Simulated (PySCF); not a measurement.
# The electron affinity along the third row

All values are computed (PySCF 2.14, energy differences of UHF-based or UKS calculations, no spin-orbit coupling). Values in eV. The last column holds reference values (measured affinities from photodetachment; the arrow runs from anion to atom). Unmarked ones compare directly (S terms, centres of terms, or small fine structure); those marked * lie between the lowest fine-structure levels and include a spin-orbit shift.

```
                                                                                 element               configurations     UHF  MP2 (valence)  SCS-MP2 (valence)  CCSD (valence)    PBE   PW91  reference
Al (aug-cc-pCVTZ-DK with one added diffuse shell each of s, p, d, f type, spin-free X2C)  [Ne] 3s2 3p2 → [Ne] 3s2 3p1   0.012          0.360              0.259           0.371  0.621  0.641    0.433 *
Si (aug-cc-pCVTZ-DK with one added diffuse shell each of s, p, d, f type, spin-free X2C)  [Ne] 3s2 3p3 → [Ne] 3s2 3p2   0.845          1.382              1.200           1.321  1.499    n/a    1.390 *
 P (aug-cc-pCVTZ-DK with one added diffuse shell each of s, p, d, f type, spin-free X2C)  [Ne] 3s2 3p4 → [Ne] 3s2 3p3  -0.328          0.471              0.542           0.544  0.900  0.944    0.747 *
 S (aug-cc-pCVTZ-DK with one added diffuse shell each of s, p, d, f type, spin-free X2C)  [Ne] 3s2 3p5 → [Ne] 3s2 3p4   0.874          1.928              1.925           1.855  2.161  2.211    2.077 *
Cl (aug-cc-pCVTZ-DK with one added diffuse shell each of s, p, d, f type, spin-free X2C)          [Ar] → [Ne] 3s2 3p5   2.358          3.625              3.525           3.399  3.640  3.689    3.613 *
```

The highest occupied level of the anion is positive for Al⁻ at PBE, PW91; Si⁻ at PBE; P⁻ at PBE, PW91; S⁻ at PBE, PW91; Cl⁻ at PBE, PW91, so there the basis helps to hold the electron.

"Valence" correlates the outer s and p shells and, in groups 3 to 12 and the f block, the outer d or f shell, open or full, or the next shell where the ion has no valence electron left; the wider scheme adds the next inner shell.
